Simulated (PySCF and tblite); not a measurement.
C₃H₉N, numbered as in [CH3:1][CH:2]([CH3:3])[NH2:4].

Search: ETKDG and KDG, MMFF94s, GFN2-xTB, 60 starts; geometries at PBE0-D3(BJ)/def2-SVP. Free energies are PBE0-D3(BJ)/pcSseg-1 (IEF-PCM, chloroform) single points with GFN2-xTB rigid-rotor and vibrational terms (modes under about 100 cm⁻¹ blended into free rotors). Symmetry numbers and mirror images are counted. Conformers within 3 kcal/mol (GFN2-xTB free energy) were kept, 4 at most. GIAO shieldings: PBE0/pcSseg-1 (IEF-PCM, chloroform). Shifts are against TMS (¹H), TMS (¹³C), NH3 (¹⁵N) at the same level. Codes: tblite and PySCF.

(1) What shifts does this protocol give at 298.15 K under fast conformational exchange?

(2) How do the conformers differ?

H on N, O and S are left out: they exchange, and hydrogen bonds move them by several ppm. Unscaled ¹⁵N shifts at such levels can be off by tens of ppm; differences between conformers or isomers are more reliable. Shifts are unscaled: against experiment ¹³C can be off by 15 ppm or more and ¹H by 0.8 ppm.

## Answers

(1) ¹H: 2.83 (H2, 1H), 1.00 (H1/H3, 6H) ppm. ¹³C: 45.5 (C2), 27.9 (C1/C3) ppm. ¹⁵N: 57.9 (N4) ppm.

(2) Torsions listed: C1–C2–N4–H4. Of a mirror pair one member is shown.
```tsv
conformer	shape	weight %
1	-55°	61.4
2	-178°	38.6
```

| signal | 1 | 2 | average |
| --- | --- | --- | --- |
| H1/H3 | 1.02 | 0.96 | 1.00 |
| H2 | 2.68 | 3.08 | 2.83 |
| C1/C3 | 28.6 | 26.9 | 27.9 |
| C2 | 45.8 | 44.9 | 45.5 |
| N4 | 58.7 | 56.6 | 57.9 |


¹⁵N shifts are against a computed isolated NH3 molecule, about 20 ppm from the liquid.